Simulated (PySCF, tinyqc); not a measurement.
RHF in the sto-3g basis, for LiH, spin multiplicity 1, step by step. The lowest restricted solution is unstable here: a spin-polarised one lies 0.0676 hartree lower (PySCF). One step of it, computed by the program tinyqc.

Problem. Iteration 3: DIIS coefficients. Solve [B -1; -1 0][c; lambda] = [0; -1] for the coefficients, which sum to one.

B (overlaps of the stored error matrices):
```
                1               2
1   4.1401666e-02  -1.3095226e-02
2  -1.3095226e-02   5.4917802e-03
```

Give: DIIS coefficients.

Solution.

DIIS coefficients: 0.2543  0.7457
